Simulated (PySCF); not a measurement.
## Core binding energy against partial charge

Compound: C₃H₄F₂.
SMILES with atom numbers: `[CH2:1]=[CH:2][CH:3]([F:4])[F:5]`

Binding energies: PySCF, delta-SCF UKS SCAN, pcX-2 on the ionised atom, pcseg-1 elsewhere, spin-free X2C. Charges: PBE0/pcSseg-1 ground-state density, for the ionised atom.

| atom | environment | C 1s (eV) | Mulliken (e) | IAO (e) | Hirshfeld (e) | ESP (e) |
| --- | --- | --- | --- | --- | --- | --- |
| C1 | terminal =CH2 carbon | 291.09 | -0.141 | -0.280 | -0.083 | -0.388 |
| C2 | alkene CH carbon | 291.28 | -0.338 | -0.184 | -0.066 | -0.172 |
| C3 | CHF2 carbon | 295.84 | +0.570 | +0.445 | +0.146 | +0.437 |

**Question.** How well does each charge scheme correlate with the binding energies over these sites?

**Answer.** Hirshfeld: r = 1.00, slope 21.0 eV per e; IAO: r = 1.00, slope 6.8 eV per e; ESP: r = 0.98, slope 6.1 eV per e; Mulliken: r = 0.97, slope 5.5 eV per e. On 3 points no scheme stands out.

**Question.** The point-charge model writes a binding energy as kq + V + constant, with V the potential of the other atoms' charges at the site. What does it give with the ESP charges?

**Answer.** V = Σ 14.40 eV Å × q/r over all other atoms: +4.76 eV at C1, +2.03 eV at C2, -5.34 eV at C3. Fitting binding energy − V to q gives k = 18.4 eV per e and leaves an rms residual of 0.44 eV, against 0.48 eV for the fit on q alone. The model has no term for differences in relaxation between sites.

One conformer (not necessarily the lowest) at the PBE0-D3(BJ)/def2-SVP geometry, without solvent, vibrations or thermal averaging.

Shape of the structure used: `[CH2:1]=[CH:2][CH:3]([F:4])[F:5]`: C1–C2–C3–F4 7°.
